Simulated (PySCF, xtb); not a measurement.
**H3SSi2: 6 structures ranked**

6 gas-phase structures of H3SSi2, found in a search over its isomers (lower ones may exist). Each was relaxed with GFN2-xTB; where two conformers were screened, the lower at r2SCAN-D4/def2-SVP is listed:

A. `[SiH3][Si]=S`, a doublet
B. `[SiH][SiH2][S]`, a doublet
C. `[SiH]1[SiH2]S1`, a doublet
D. `[SiH2][SiH]=S`, a doublet
E. a doublet given by its coordinates
F. a doublet given by its coordinates

E (Å):

```
atom    x (Å)    y (Å)    z (Å)
   S   0.1849  -1.0365  -2.1991
  Si  -0.6394   0.6670  -1.0387
  Si   1.2422  -2.2143  -0.7699
   H   1.7654  -3.3216  -1.5505
   H   0.2980  -2.6432   0.2560
   H   2.2922  -1.3872  -0.1834
```

Close contacts (Å): S1–Si2 2.22, S1–Si3 2.13, Si3–H4 1.45, Si3–H5 1.46, Si3–H6 1.46.

F (Å):

```tsv
atom	x (Å)	y (Å)	z (Å)
S	1.6879	-1.6391	1.4251
Si	0.4604	-1.5711	-1.9466
Si	0.2010	-0.6576	0.0574
H	1.1181	-2.5155	-2.8806
H	-0.5130	-0.9306	-2.8500
H	2.1656	-2.5784	0.6256
```

Close contacts (Å): S1–Si3 2.25, Si2–Si3 2.22, S1–H6 1.32, Si2–H4 1.48, Si2–H5 1.47.

Q: Which do you expect lowest at r2SCAN-D4/def2-SVP, and how would the others follow?

A: Calculated order at r2SCAN-D4/def2-SVP: C (0.0), E (4.0), A (4.0), D (8.3), F (24.9), B (43.1) kcal/mol. Less than 1 kcal/mol parts E and A, so the order within that pair means little.

Energies above the lowest of each column, in kcal/mol; the last columns are at B3LYP/6-31G* geometries and were run for some of them only (a dash: not run or not comparable):

```json
{"structure": "C", "GFN2-xTB": "9.9", "HF/STO-3G": "20.4", "r2SCAN-D4/def2-SVP": "0.0", "B3LYP/6-31G*": "0.8", "CCSD(T)/def2-SVP + ΔMP2/def2-TZVPP": "–"}
{"structure": "E", "GFN2-xTB": "5.9", "HF/STO-3G": "0.0", "r2SCAN-D4/def2-SVP": "4.0", "B3LYP/6-31G*": "0.0", "CCSD(T)/def2-SVP + ΔMP2/def2-TZVPP": "0.0"}
{"structure": "A", "GFN2-xTB": "0.0", "HF/STO-3G": "12.7", "r2SCAN-D4/def2-SVP": "4.0", "B3LYP/6-31G*": "0.4", "CCSD(T)/def2-SVP + ΔMP2/def2-TZVPP": "3.2"}
{"structure": "D", "GFN2-xTB": "2.7", "HF/STO-3G": "38.7", "r2SCAN-D4/def2-SVP": "8.3", "B3LYP/6-31G*": "–", "CCSD(T)/def2-SVP + ΔMP2/def2-TZVPP": "–"}
{"structure": "F", "GFN2-xTB": "20.1", "HF/STO-3G": "42.2", "r2SCAN-D4/def2-SVP": "24.9", "B3LYP/6-31G*": "–", "CCSD(T)/def2-SVP + ΔMP2/def2-TZVPP": "–"}
{"structure": "B", "GFN2-xTB": "22.0", "HF/STO-3G": "25.1", "r2SCAN-D4/def2-SVP": "43.1", "B3LYP/6-31G*": "–", "CCSD(T)/def2-SVP + ΔMP2/def2-TZVPP": "–"}
```

CCSD(T)/def2-SVP + ΔMP2/def2-TZVPP puts E lowest of those it was run on; GFN2-xTB picks A, r2SCAN-D4/def2-SVP picks C. Some further structures that were screened fall inside this span and aren't listed. Flexible structures stand in one conformer each, not always the lowest. Frequencies (GFN2-xTB) were run for A, E alone. Open shells are spin-unrestricted, some with notable spin contamination. ΔMP2 is the change of the MP2 energy from the smaller to the larger basis.

Over these structures GFN2-xTB departs from r2SCAN-D4/def2-SVP by 6.6 kcal/mol on average once a common shift is removed. A GFN2-xTB relaxation took about 0.18 s and the r2SCAN-D4/def2-SVP energy about 89 s on a shared host (PySCF 2.14.0, xtb 6.7.1 (Pople sets with spherical d functions)).
